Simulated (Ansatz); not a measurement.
Input file:

```yaml
crystal:
  periodic: [false, false, false]
  atoms:
    - {symbol: O, position_ang: [0.000000, 0.000000, 0.000000]}
    - {symbol: H, position_ang: [0.000000, 0.000000, 3.555000]}
basis:
  gaussian: {orbitals: aug-cc-pVDZ}
total_charge: 1
magnetization: {spin_polarized: true, initial_magnetization: 0}
hamiltonian: {xc: {name: B3LYP}}
```

```sh
$ ansatz run in.yaml --threads 1 --pin off --events-out ev --progress --plain --max-ram 2393MiB
```

Output:

```
237 factors; their error is unknown
mean field evaluation 1: about -2034.8136 eV, gradient 3.6e1 eV
mean field evaluation 2: about -1987.4927 eV, gradient 7.0e1 eV
mean field evaluation 4: about -2040.4387 eV, gradient 1.3e0 eV
mean field evaluation 8: about -2040.4388 eV, gradient 1.3e0 eV
mean field evaluation 16: about -2040.8293 eV, gradient 9.9e-5 eV
mean field evaluation 32: about -2043.3832 eV, gradient 6.6e-4 eV
mean field evaluation 64: about -2041.9788 eV, gradient 1.3e1 eV
mean field evaluation 96: about -2040.2880 eV, gradient 6.2e0 eV
mean field evaluation 128: about -2042.7701 eV, gradient 1.7e0 eV
mean field evaluation 160: about -2041.0149 eV, gradient 4.2e-1 eV
mean field evaluation 192: about -2043.1120 eV, gradient 4.0e0 eV
mean field evaluation 224: about -2043.3496 eV, gradient 2.2e-1 eV
mean field -2043.38321534 eV, -75.0929481090 hartree, gradient 1.8e-6 eV, S^2 1.406764; 21 other end points of the search recorded, 0 dependent functions left out
reference -2043.38341569 eV, -75.0929554717 hartree; 4, 4 occupied and 28, 28 virtual orbitals, 237 factors
Total energy: -2043.38341569 eV, -75.0929554717 hartree
```

Ran on 1 thread of Arm Neoverse V1, shared host: 4.9 s wall, 0.15 GiB peak host memory.
